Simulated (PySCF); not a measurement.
Molecule: SMILES C/C=C\[C@H](C)F, C5H9F.

Atom-mapped SMILES (the numbers label the heavy atoms): `[CH3:1]/[CH:2]=[CH:3]\[C@H:4]([CH3:5])[F:6]` (H(Xn): hydrogen on atom n).

Geometry PBE0-D3(BJ)/def2-SVP throughout; GIAO in PySCF 2.14.0 with density-fitted response routines, gas phase, one conformer, non-relativistic; equivalent atoms averaged; basis pcSseg-1.

(1) How do the absolute shieldings σ depend on the functional? (a selection of nuclei; ppm; last column core-seconds on shared hosts with different chips, so compare them loosely; the GGAs took longer than the global hybrids here, which isn't the general rule, and the cause wasn't traced)

(2) Which nucleus among those listed moves most, in ppm?

Results:

(1) 
```tsv
functional	kind	C2	C4	C5	C1	F6	H(C3)	H(C2)	H(C4)	H(C1)	core-s
HF	Hartree–Fock	56.9	115.3	167.2	176.9	410.4	25.96	26.12	26.78	30.00	5.5
LDA	LDA	43.5	89.8	156.7	165.1	360.4	24.94	25.15	25.21	29.08	16
PBE	GGA	48.3	92.1	155.7	163.7	358.5	25.43	25.62	25.71	29.45	21
BLYP	GGA	42.9	86.1	150.3	158.7	356.9	25.71	25.87	25.89	29.61	20
BP86	GGA	48.2	91.5	155.2	163.1	360.5	25.50	25.71	25.79	29.52	20
OPBE	GGA	59.0	101.3	162.2	168.7	363.7	25.40	25.60	25.82	29.49	20
KT2	GGA	58.9	98.2	159.1	167.0	356.4	25.57	25.77	25.74	29.44	30
KT3	GGA	59.6	98.5	158.5	165.9	357.8	25.75	25.92	25.96	29.58	30
B97-D	GGA	51.5	92.7	154.7	162.5	363.1	25.73	25.92	25.97	29.65	30
B3LYP	global hybrid	45.1	92.7	154.6	163.3	371.1	25.69	25.87	26.08	29.66	20
PBE0	global hybrid	50.9	99.8	160.5	168.7	375.4	25.46	25.66	25.99	29.56	17
mPW1PW91	global hybrid	50.0	98.9	159.5	167.7	376.0	25.53	25.73	26.06	29.61	19
WP04	global hybrid	39.5	83.6	147.7	155.1	372.0	26.05	26.28	26.47	29.90	15
B97-2	global hybrid	53.2	99.7	159.7	167.7	375.1	25.63	25.83	26.11	29.66	14
BHandHLYP	global hybrid	48.7	101.5	159.7	168.9	387.8	25.73	25.91	26.32	29.74	14
CAM-B3LYP	range-separated hybrid	46.0	96.6	158.0	167.5	379.0	25.59	25.77	26.07	29.65	19
wB97X-D	range-separated hybrid	50.4	99.9	160.0	169.1	379.7	25.59	25.80	26.17	29.71	18
LC-wPBE	range-separated hybrid	51.3	104.2	164.7	173.9	387.6	25.46	25.67	26.15	29.71	25
```

(2) F6 (fluorine on an sp3 carbon): from 356.4 ppm with KT2 to 410.4 ppm with HF. The smallest spread is 0.92 ppm, at H(C1). Proton shifts span only some 12 ppm, so a few tenths of a ppm matter as much there as several ppm in carbon.
